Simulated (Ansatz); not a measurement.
`[AlH3-][OH+][SiH3]`, relaxed with RKS PBE-D4/def2-SVP in Ansatz 0.2.0 from a rough embedded geometry. The force threshold is 0.03 eV/Å; the program also tests the step.

The species carries charge 0 and has multiplicity 1.

Start:

```xyz
10

Al   -0.052    1.335    0.351
O    -0.261    0.136   -0.943
Si   -0.137   -1.371   -0.147
H    -1.165    1.206    1.414
H    -0.147    2.858   -0.268
H     1.422    1.229    1.041
H     0.562    0.191   -1.525
H    -1.190   -1.552    0.790
H     1.233   -1.562    0.462
H    -0.267   -2.471   -1.175
```

```
         step  energy (eV)  largest force (eV/Å)  largest move (Å)
            1  -16618.3016                 4.173             0.000
            2  -16619.1281                 1.935             0.195
            3  -16619.2701                 0.788             0.200
            4  -16619.3970                 0.276             0.193
            5  -16619.4138                 0.249             0.055
            6  -16619.4333                 0.102             0.191
            7  -16619.4374                 0.023             0.080
 8 (rejected)  -16619.3083                 2.330             0.196
            9  -16619.4387                 0.047             0.077
           10  -16619.4391                 0.032             0.017
           11  -16619.4395                 0.035             0.036
           13  -16619.4405                 0.049             0.052
           15  -16619.4418                 0.087             0.026
           17  -16619.4447                 0.187             0.197
           19  -16619.4532                 0.043             0.092
           21  -16619.4583                 0.089             0.026
           23  -16619.4669                 0.068             0.195
           25  -16619.4737                 0.092             0.051
           27  -16619.4866                 0.080             0.131
           29  -16619.4918                 0.034             0.065
31 (rejected)  -16619.4934                 0.217             0.038
           33  -16619.4964                 0.073             0.069
35 (rejected)  -16619.4972                 0.077             0.034
           36  -16619.4973                 0.008             0.017
```

End:

```xyz
10

Al   -0.033    1.635    0.489
O    -0.386    0.072   -0.703
Si    0.186   -1.474   -0.125
H    -1.500    2.182    0.862
H     0.946    2.569   -0.382
H     0.664    0.593    1.531
H    -0.802    0.103   -1.584
H    -0.531   -1.832    1.134
H     1.671   -1.445    0.017
H    -0.215   -2.401   -1.240
```

It took 68 s on 2 threads of a server CPU on a shared host, with 0.36 GiB of host memory at the peak.
